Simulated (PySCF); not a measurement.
# F: ionisation energy

F [He] 2s2 2p5 (2P) → F+ [He] 2s2 2p4 (3P), as a difference of total energies. Calculation: PySCF 2.14, in aug-cc-pVTZ (5s4p3d2f, 46 functions); the non-relativistic Hamiltonian (point nucleus). Correlated levels: valence: 1s2 frozen. The calculations carry no spin-orbit coupling.

```tsv
method	ionisation energy (eV)	error (eV)
UHF	15.674	-1.753
MP2 (valence)	17.312	-0.115
SCS-MP2 (valence)	17.300	-0.127
CCSD (valence)	17.205	-0.222
CCSD(T) (valence)	17.265	-0.162
```

Reference: 17.427 eV (measured; NIST levels, between the centres of gravity of the two terms).

Errors of the correlated levels include the incompleteness of this basis and the frozen core.
